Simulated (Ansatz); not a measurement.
**HO₂, doublet: up the ladder of correlation methods**

Calculated in Ansatz's Gaussian-basis code; BCCD by scripts on PySCF. Nonrelativistic, STO-3G, 2 core orbitals frozen. Perturbation and coupled-cluster methods stand on the Hartree–Fock determinant that coupled cluster favours; RHF here means ROHF, with semicanonical perturbation theory. The state met can differ between shapes. The basis is small, far from the limit. The unrestricted determinant is a mixture of spins, so it may stand for another state.

Shape A. A bond is stretched, to 1.66 times the sum of the covalent radii.

```xyz
3

O     0.0000    0.0000    0.0000
H     0.0000    0.9400   -0.2400
O     0.0000    0.0000    2.1945
```

Shape B:

```json
{"atom": "O", "x (Å)": "0.0000", "y (Å)": "0.0000", "z (Å)": "0.0000"}
{"atom": "H", "x (Å)": "0.0000", "y (Å)": "0.9870", "z (Å)": "-0.2520"}
{"atom": "O", "x (Å)": "0.0000", "y (Å)": "0.0000", "z (Å)": "1.3300"}
```

Shape C:

```xyz
3

O     0.0000    0.0000    0.0000
H     0.0000    0.9400   -0.2400
O     0.0000    0.0000    1.3965
```

Correlation energy of CCSD(T), then each method's total less that of CCSD(T), in eV:

| case | E corr CCSD(T) | CCSD | BCCD | BCCD(T) | determinant |
| --- | --- | --- | --- | --- | --- |
| A UHF | -0.811 | +0.008 | +0.007 | -0.003 | ⟨S²⟩ = 1.723 |
| B RHF | -2.413 | +0.035 | +0.061 | +0.007 | – |
| B UHF | -2.385 | +0.034 | +0.060 | +0.007 | ⟨S²⟩ = 0.755 |
| C RHF | -2.446 | +0.037 | +0.074 | +0.010 | – |

Problem. Give full CI less CCSD(T). Is CCSD(T) good to 1 kcal/mol?

Solution. A UHF: -0.017 eV (within, spin-contaminated determinant); B RHF: -0.026 eV (within); B UHF: -0.026 eV (within); C RHF: -0.034 eV (within).

Problem. Which method comes nearest to full CI in total energy for B RHF?

Solution. CCSD(T), 0.026 eV away; next BCCD(T) (0.033 eV), last BCCD (0.087 eV).
